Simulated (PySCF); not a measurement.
Compound: glyoxal, C₂H₂O₂.
Atom-mapped SMILES: `[O:1]=[CH:2][CH:3]=[O:4]` (hydrogens: H5 on C2; H6 on C3)

The same species was optimised twice, with GFN2-xTB and with PBE0-D3(BJ)/def2-SVP (PySCF), and the same property calculations (PySCF, gas phase) were run on both structures.

| coordinate | GFN2-xTB | PBE0-D3(BJ)/def2-SVP | change |
| --- | --- | --- | --- |
| C3–H6 (Å) | 1.104 | 1.119 | +0.015 |
| C2–H5 (Å) | 1.104 | 1.119 | +0.015 |
| C2–C3 (Å) | 1.517 | 1.520 | +0.003 |
| O1=C2 (Å) | 1.197 | 1.199 | +0.002 |
| C3=O4 (Å) | 1.197 | 1.199 | +0.002 |
| C2–C3–O4 (°) | 123.1 | 121.7 | -1.4 |
| O1–C2–C3 (°) | 123.2 | 121.8 | -1.4 |
| O4–C3–H6 (°) | 123.2 | 124.0 | +0.8 |
| O1–C2–H5 (°) | 123.2 | 123.9 | +0.7 |
| C3–C2–H5 (°) | 113.6 | 114.2 | +0.6 |
| C2–C3–H6 (°) | 113.7 | 114.3 | +0.6 |
| O1–C2–C3–O4 (°) | 180 | 180 | 0 |

Rotational constants: A = 58324, B = 4763, C = 4403 MHz (GFN2-xTB) against A = 56065, B = 4807, C = 4428 MHz (PBE0-D3(BJ)/def2-SVP). Point groups within 0.08 Å: C2h and C2h. Atoms that the bonding makes alike are paired by their places after alignment.

On the GFN2-xTB structure: HOMO (eV) -7.84 [PBE0/pcSseg-1]; LUMO (eV) -3.16 [PBE0/pcSseg-1]; GIAO shielding of O1/O4 (mean) (ppm) -412.5 [PBE0/pcSseg-1]; GIAO shielding of C2/C3 (mean) (ppm) -9.1 [PBE0/pcSseg-1].

Problem. What do these properties become on the PBE0-D3(BJ)/def2-SVP structure?

Solution. 
```tsv
property	level	on GFN2-xTB	on PBE0-D3(BJ)/def2-SVP	change
HOMO (eV)	PBE0/pcSseg-1	-7.84	-7.84	0.00
LUMO (eV)	PBE0/pcSseg-1	-3.16	-3.14	+0.02
energy, GFN2-xTB geometry as zero (kcal/mol)	PBE0/pcSseg-1	0.0	-0.2	-0.2
GIAO shielding of O1/O4 (mean) (ppm)	PBE0/pcSseg-1	-412.5	-414.9	-2.4
GIAO shielding of C2/C3 (mean) (ppm)	PBE0/pcSseg-1	-9.1	-10.1	-1.0
```

The heavy atoms differ by 0.009 Å rms after alignment. Among all bonds C2–H5 and C3–H6 change most and about equally (+0.015 Å). Changes are differences of the printed values. Neither structure is proved a minimum here.

The values belong to the conformer `[O:1]=[CH:2][CH:3]=[O:4]`: O1–C2–C3–O4 180°.
